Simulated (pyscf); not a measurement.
## Hydrogen abstraction: H₂N–AlH₂ + CH₃• → [H₂N–AlH]• + CH₄

Gas phase, doublet surface, charge 0. Bonds broken: Al2–H5. Bonds formed: H5–C7. Optimised with ωB97X-D3(BJ)/def2-SVP in PySCF. MP2 and CC: frozen core, UHF for open shells. ΔMP2 is the change of the MP2 total energy from the triple- to the quadruple-zeta basis.

Transition state (Å):

```xyz
10

N     -2.9000    -0.4239     0.2140
Al    -1.5031     0.6706     0.3096
H     -2.8926    -1.3504    -0.2011
H     -3.8289    -0.2172     0.5690
H     -0.0402     0.1417    -0.3456
H     -1.7438     2.0799     1.0107
C      1.3763    -0.4579    -1.0295
H      1.0329    -0.7862    -2.0165
H      2.0125     0.4334    -1.0149
H      1.6488    -1.2534    -0.3277
```

One imaginary mode, 860i cm⁻¹; descent along it reached the two sides named.

| bond | change | reactant side (Å) | saddle | product side |
|---|---|---|---|---|
| Al2–H5 | breaks | 1.587 | 1.688 | 3.5 |
| H5–C7 | forms | 3.7 | 1.683 | 1.100 |

Electronic energies relative to the separated reactants (kJ/mol):

```tsv
level	barrier	reaction energy	reverse barrier
ωB97X-D3(BJ)/def2-TZVP	27.8	-91.9	119.8
PBE/def2-TZVP	5.0	-110.9	115.9
r²SCAN/def2-TZVP	21.7	-93.7	115.4
B3LYP-D3(BJ)/def2-TZVP	19.9	-94.5	114.4
PBE0-D3(BJ)/def2-TZVP	16.3	-104.0	120.2
M06-2X/def2-TZVP	26.4	-107.9	134.3
ωB97M-D3(BJ)/def2-TZVP	31.4	-88.8	120.1
HF/def2-TZVP	79.5	-65.6	145.1
MP2/def2-QZVPP	39.1	-104.4	143.5
CCSD/def2-TZVPP	42.0	-89.3	131.3
CCSD(T)/def2-TZVPP	36.0	-93.7	129.7
CCSD(T)/def2-TZVPP + ΔMP2(QZVPP)	34.9	-93.7	128.6
```

With CCSD(T)/def2-TZVPP + ΔMP2(QZVPP) energies and thermal terms (ideal gas, 1 atm, RRHO with modes under 100 cm⁻¹ raised to 100, one conformer, R ln 2 for chiral ones without a mode under 150 cm⁻¹), in kJ/mol:

```json
[
 {"T (K)": "298", "ΔH‡": "34.9", "ΔG‡": "68.3", "ΔH": "-76.1", "ΔG": "-75.2"},
 {"T (K)": "600", "ΔH‡": "36.6", "ΔG‡": "101.5", "ΔH": "-79.7", "ΔG": "-72.8"},
 {"T (K)": "900", "ΔH‡": "39.4", "ΔG‡": "133.4", "ΔH": "-82.7", "ΔG": "-68.6"},
 {"T (K)": "1200", "ΔH‡": "42.3", "ΔG‡": "164.3", "ΔH": "-84.7", "ΔG": "-63.6"}
]
```

One saddle was located; it need not be the lowest between these sides. The angle at the transferred H is 177°. The CCSD(T) − MP2 part came from Ansatz, without density fitting, on the same reference.
